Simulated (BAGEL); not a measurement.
# [SiPH4]− (SMILES [SiH2-]P) at HF/3-21G (density fitting with qzvpp-jkfit)

What is the energy change on altering one bond length of [SiPH4]− at HF/3-21G (density fitting with qzvpp-jkfit)? 

Program for the calculation: BAGEL 1.2.2.

1 further run of the same task is left out (set aside as unsound or not needed).

### Step 1. The molecule

[SiPH4]−: 6 atoms, total charge -1, spin state singlet. As SMILES, `[SiH2-]P`. The shape is that of a GFN2-xTB optimisation. This is one conformer, not always the lowest.

Bond lengths: Si1–P2 2.225 Å, Si1–H3 1.503 Å, Si1–H4 1.503 Å, P2–H5 1.375 Å, P2–H6 1.375 Å. Angles: Si1–P2–H5 94.0°, Si1–P2–H6 94.1°, P2–Si1–H3 96.4°, P2–Si1–H4 96.5°, H5–P2–H6 91.3°, H3–Si1–H4 96.7°.

### Step 2. The energy at HF/3-21G (density fitting with qzvpp-jkfit)

calc.json reads:

```json
{ "bagel": [

{
  "title": "molecule",
  "basis": "3-21g",
  "df_basis": "qzvpp-jkfit",
  "angstrom": "true",
  "geometry": [
    { "atom": "Si", "xyz": [       0.357650,      -1.019850,      -0.132620 ] },
    { "atom": "P", "xyz": [      -0.355230,       1.071380,       0.132600 ] },
    { "atom": "H", "xyz": [      -0.387090,      -1.600590,       1.036860 ] },
    { "atom": "H", "xyz": [      -0.642080,      -1.408110,      -1.185860 ] },
    { "atom": "H", "xyz": [       0.407400,       1.565440,      -0.899820 ] },
    { "atom": "H", "xyz": [       0.619350,       1.391730,       1.048840 ] }
  ]
},

{
  "title": "hf",
  "charge": -1
},

{
  "title": "print",
  "file": "orbitals.molden",
  "orbitals": "true"
}

]}
```

The run is started by

```sh
$ BAGEL_NUM_THREADS=1 BAGEL calc.json > calc.out
```

The program printed:

```text
* using 1 threads per process

  ===============================================================
  ===============================================================

  *** Geometry ***

  { "atom" : "Si", "xyz" : [      0.675861,     -1.927237,     -0.250615 ] },
  { "atom" : "P", "xyz" : [     -0.671287,      2.024615,      0.250578 ] },
  { "atom" : "H", "xyz" : [     -0.731494,     -3.024677,      1.959381 ] },
  { "atom" : "H", "xyz" : [     -1.213355,     -2.660942,     -2.240951 ] },
  { "atom" : "H", "xyz" : [      0.769874,      2.958253,     -1.700413 ] },
  { "atom" : "H", "xyz" : [      1.170402,      2.629989,      1.982020 ] },

  Number of auxiliary basis functions:      328

  Since a DF basis is specified, we compute 2- and 3-index integrals:
    o Being stored without compression. Storage requirement is 0.003 GB

  Number of basis functions:       34
  Number of electrons      :       33

    * METHOD: MOLECULE                             0.07

  *** RHF ***

  === Nuclear Repulsion ===
    83.5745440871

      * DIIS with orbital gradients will be used.

  === RHF iteration (3-21g) ===
      0       -628.63747904          0.01134668           0.01
      1       -628.66577734          0.00213079           0.01
      2       -628.66780031          0.00068644           0.01
      3       -628.66805627          0.00016089           0.01
      4       -628.66807640          0.00003559           0.01
      5       -628.66807730          0.00000778           0.01
      6       -628.66807734          0.00000173           0.01
      7       -628.66807734          0.00000035           0.01
      8       -628.66807734          0.00000009           0.01
      9       -628.66807734          0.00000003           0.01
     10       -628.66807734          0.00000001           0.01
    * SCF iteration converged.

    * Permanent dipole moment:
           (    0.174371,    -0.989840,    -0.108810) a.u.

    * METHOD: HF                                   0.15

    * METHOD: PRINT                                0.00

  ===============================================================
```

Run time: 0.34 s. Hardware: 1 thread of Arm Neoverse V1, shared host.

### Step 3. The distorted shape at the same level

job.json reads:

```json
{ "bagel": [

{
  "title": "molecule",
  "basis": "3-21g",
  "df_basis": "qzvpp-jkfit",
  "angstrom": "true",
  "geometry": [
    { "atom": "Si", "xyz": [       0.065287,      -1.115952,      -0.407482 ] },
    { "atom": "P", "xyz": [      -0.647593,       0.975278,      -0.142262 ] },
    { "atom": "H", "xyz": [      -0.679453,      -1.696692,       0.761998 ] },
    { "atom": "H", "xyz": [      -0.934443,      -1.504212,      -1.460722 ] },
    { "atom": "H", "xyz": [       0.115037,       1.469338,      -1.174682 ] },
    { "atom": "H", "xyz": [       0.619350,       1.391730,       1.048840 ] }
  ]
},

{ "title": "hf", "charge": -1 },

{ "title": "print", "file": "orbitals.molden", "orbitals": "true" }

]}
```

The run is started by

```sh
$ BAGEL_NUM_THREADS=1 BAGEL job.json > job.out
```

The program printed:

```text
* using 1 threads per process

  ===============================================================
  ===============================================================

  *** Geometry ***

  { "atom" : "Si", "xyz" : [      0.123375,     -2.108844,     -0.770029 ] },
  { "atom" : "P", "xyz" : [     -1.223773,      1.843008,     -0.268836 ] },
  { "atom" : "H", "xyz" : [     -1.283980,     -3.206283,      1.439968 ] },
  { "atom" : "H", "xyz" : [     -1.765841,     -2.842549,     -2.760365 ] },
  { "atom" : "H", "xyz" : [      0.217388,      2.776646,     -2.219827 ] },
  { "atom" : "H", "xyz" : [      1.170402,      2.629989,      1.982020 ] },

  Number of auxiliary basis functions:      328

  Since a DF basis is specified, we compute 2- and 3-index integrals:
    o Being stored without compression. Storage requirement is 0.003 GB

  Number of basis functions:       34
  Number of electrons      :       33

    * METHOD: MOLECULE                             0.07

  *** RHF ***

  === Nuclear Repulsion ===
    81.9478856580

      * DIIS with orbital gradients will be used.

  === RHF iteration (3-21g) ===
      0       -628.61263423          0.01123823           0.01
      1       -628.64061658          0.00238566           0.01
      2       -628.64298562          0.00089481           0.01
      3       -628.64334928          0.00022042           0.01
      4       -628.64338409          0.00007194           0.01
      5       -628.64338816          0.00002366           0.01
      6       -628.64338861          0.00000802           0.01
      7       -628.64338866          0.00000177           0.01
      8       -628.64338866          0.00000038           0.01
      9       -628.64338866          0.00000014           0.01
     10       -628.64338866          0.00000003           0.01
     11       -628.64338866          0.00000001           0.01
    * SCF iteration converged.

    * Permanent dipole moment:
           (    0.384893,    -0.850554,     0.132596) a.u.

    * METHOD: HF                                   0.16

    * METHOD: PRINT                                0.00

  ===============================================================
```

It took 0.34 s on 1 thread of Arm Neoverse V1, shared host.

### Step 4. Results

Level: HF/3-21G (density fitting with qzvpp-jkfit).

| quantity | value |
| --- | --- |
| first shape: total energy | -628.66808 Eh |
| first shape: HOMO energy | -1.50 eV |
| first shape: LUMO energy | 9.48 eV |
| first shape: HOMO–LUMO gap (to an unbound level, set by the basis) | 10.98 eV |
| distorted shape: total energy | -628.64339 Eh |
| distorted shape: HOMO energy | -1.60 eV |
| distorted shape: LUMO energy | 8.04 eV |
| distorted shape: HOMO–LUMO gap (to an unbound level, set by the basis) | 9.64 eV |
| energy change with the P2–H6 bond stretched from 1.375 to 1.788 Å | 0.672 eV |

With the P2–H6 bond stretched from 1.375 to 1.788 Å the energy rises by 0.67 eV (64.8 kJ/mol). The first shape isn't relaxed at this level, so the change isn't measured from a minimum.
